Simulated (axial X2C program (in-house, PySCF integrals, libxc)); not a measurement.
# Excited states of AlCl by EOM-EE-CCSD

Calculated with an in-house all-electron X2C program for linear molecules (integrals from PySCF): two-component X2C with atomic mean-field Coulomb and Gaunt terms, Gaussian nuclei, basis Cl dyall-av3z, Al dyall-av3z with contracted cores.

R = 2.158 Å (near the PBE0 minimum at charge 0 of the determinant lowest at the starting distance; the state shown can have its own minimum elsewhere).

Vertical excitation energies from the closed-shell determinant state of AlCl:

| Ω | excitation (eV) | cm⁻¹ | hole of the leading pair | particle of the leading pair | weight of the pair (for Ω = 0 its time-reversed partner can hold as much again) | singles weight |
| --- | --- | --- | --- | --- | --- | --- |
| 0⁻ | 2.980 | 24036 | 57% Al sσ, 23% Al pσ, 12% Cl pσ | 80% Al pπ, 7% Al dπ, 6% Cl dπ | 0.49 | 0.97 |
| 0⁺ | 2.980 | 24036 | 57% Al sσ, 23% Al pσ, 12% Cl pσ | 80% Al pπ, 7% Al dπ, 6% Cl dπ | 0.49 | 0.97 |
| 1 | 2.986 | 24086 | 57% Al sσ, 23% Al pσ, 12% Cl pσ | 80% Al pπ, 7% Al dπ, 6% Cl dπ | 0.49 | 0.97 |
| 2 | 2.993 | 24137 | 57% Al sσ, 23% Al pσ, 12% Cl pσ | 80% Al pπ, 7% Al dπ, 6% Cl dπ | 0.97 | 0.97 |
| 1 | 4.815 | 38839 | 45% Al sσ, 26% Al pσ, 21% Cl pσ | 78% Al pπ, 9% Cl dπ, 7% Cl pπ | 0.46 | 0.92 |
| 0⁻ | 5.442 | 43889 | 53% Al sσ, 24% Al pσ, 15% Cl pσ | 49% Al pσ, 33% Al dσ, 9% Cl sσ | 0.48 | 0.96 |
| 1 | 5.442 | 43889 | 53% Al sσ, 24% Al pσ, 15% Cl pσ | 49% Al pσ, 33% Al dσ, 9% Cl sσ | 0.96 | 0.96 |
| 1 | 6.525 | 52625 | 85% Cl pπ | 74% Al pπ, 13% Cl dπ, 10% Cl pπ | 0.55 | 0.92 |
| 0⁻ | 6.527 | 52642 | 85% Cl pπ | 74% Al pπ, 13% Cl dπ, 9% Cl pπ | 0.26 | 0.92 |
| 0⁺ | 6.550 | 52829 | 50% Al sσ, 24% Al pσ, 17% Cl pσ | 63% Al pσ, 21% Al dσ, 9% Cl sσ | 0.44 | 0.94 |

This point took 44 s on 1 thread of Intel(R) Xeon(R) Processor @ 2.30GHz, with other jobs on the host.

Reference electrons by ω block (each with its −ω partner): 1/2: 12, 3/2: 3. 10 electrons of AlCl correlated (inner shells frozen), 88 natural virtual spinors (a truncated set); levels can be off by some tenths of an eV. Roots sought by Ω: (0: 5, 1: 4, 2: 3, 3: 1); the list ends where they run out and leaves out roots under 60 % singles weight. The solver can skip a root, and states that need a further excitation, which the method places far too high, are missing though they may lie low or lowest. T1 of the reference 0.011 (Lee–Taylor). Number of frozen shells: Cl 2 s, 1 p; Al 2 s, 1 p.
